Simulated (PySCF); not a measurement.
Gas-phase reaction: 3 OH + 3 PO = 2 HPO3 + PH

Method: PySCF energies plus ideal-gas RRHO corrections (1 bar). † marks an energy on the PBE0/def2-TZVP geometry and frequencies; other levels use their own. CCSD(T) freezes the core. 6-31G* has spherical d functions here. Open shells (unrestricted): OH (multiplicity 2, electronic degeneracy 4), PO (multiplicity 2, electronic degeneracy 4), PH (multiplicity 3); the rest are closed-shell singlets. Spin-orbit splitting is ignored; it lowers the true energy and changes the entropy of OH, PO. HPO3: computed as isolated molecules; such fragments, hydroxides, amides, oligomers or adducts are transient or little studied in the gas. CCSD(T) isn't extrapolated to the basis-set limit; its ΔH°(298 K) is -1007.2 kJ in def2-SVP and -1158.0 kJ in def2-TZVPP. The harmonic model lacks anharmonicity and excited electronic states, which grow with temperature; levels with a mode under 35 cm⁻¹ are left out. Internal rotation in HPO3 is treated as a harmonic vibration of one conformer, which makes the entropy rough.

```
level               ΔE electronic, kJ  ΔH°(298 K), kJ  ΔS°(298 K), J/K  ΔG°(600 K), kJ
------------------  -----------------  --------------  ---------------  --------------
CCSD(T)/def2-SVP†               -1037           -1007             -469            -724
HF/6-31G*                        -836            -803             -473            -517
M06-2X/def2-TZVP†               -1241           -1211             -469            -928
PBE0/def2-SVP†                  -1146           -1116             -469            -833
ωB97M-V/def2-TZVP†              -1218           -1189             -469            -906
ωB97X-V/def2-TZVP†              -1220           -1190             -469            -907
```
ΔH° is lowest at M06-2X/def2-TZVP† and highest at HF/6-31G*. No reference value is set beside these.
